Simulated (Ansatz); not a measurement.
Cartesian coordinates in Å:
```
C 0.627 -1.794 1.423
S 1.202 -1.173 -0.178
C -0.172 -0.310 -0.795
C -0.234 1.034 -0.631
N -1.262 1.833 -1.038
O 0.716 1.729 0.000
H -0.192 -2.500 1.284
H 0.304 -0.975 2.065
H 1.468 -2.311 1.889
H -0.947 -0.834 -1.340
H -1.020 2.797 -1.195
H -1.887 1.437 -1.718
H 1.398 1.068 0.235
```

Charge 0, multiplicity 1.

Problem. List the B3LYP/def2-TZVPP orbital energies in eV (Ansatz 0.2.0). (Estimate.)

Solution. Computed: Occupied: -2417.70, -521.40, -390.14, -279.58, -277.18, -276.54, -215.64, -160.22, -160.12, -159.98, -29.58, -25.17, -21.83, -19.70, -17.64, -16.51, -14.39, -13.79, -13.24, -12.00, -11.62, -11.47, -10.71, -10.49, -8.87, -8.45, -6.40, -5.73. Lowest empty: 0.33, 0.66, 1.37, 1.82, 1.92, 2.27, 2.43, 2.86.

B3LYP here is the variant with VWN-RPA as its local correlation; programs differ in this.
